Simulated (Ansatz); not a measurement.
A ladder of methods for NF3 (nitrogen trifluoride)

NF3 has 4 atoms, charge 0, and is taken as a singlet. SMILES: `FN(F)F`. Geometry: optimised at wB97X-V/def2-SVP.

```xyz
4

F     0.6139    0.0001    1.0639
N     0.3493   -0.0733   -0.2631
F    -0.6339   -1.0047   -0.3125
F    -0.3294    1.0779   -0.4883
```

Each level gives the adiabatic ionisation energy (to the doublet cation, shapes relaxed at wB97X-V/def2-SVP, no zero-point term) (eV). The values are calculated.

```tsv
level	kind	program	value (eV)	CPU time (all runs)
HF/def2-TZVPP	Hartree–Fock	Ansatz	11.35	2.7 s
SVWN5/def2-TZVPP	LDA	Ansatz	12.13	2 s
PBE/def2-TZVPP	GGA	Ansatz	12.06	3.8 s
B3LYP/def2-TZVPP	global hybrid	Ansatz	12.39	4.7 s
wB97M-V/def2-TZVPP	range-separated hybrid	Ansatz	12.36	13 s
B2PLYP/def2-TZVPP	double hybrid	Ansatz	12.34	9 s
RPA@PBE/def2-TZVPP	RPA	Ansatz	12.63	7.6 s
MP2/def2-TZVPP	perturbation theory	Ansatz	12.48	5.2 s
```

The values span 11.35 to 12.63 eV. In so small a basis fixed costs decide the times, and correlated methods can beat functionals. CPU times are rough (shared hosts, several kinds of processor and program).
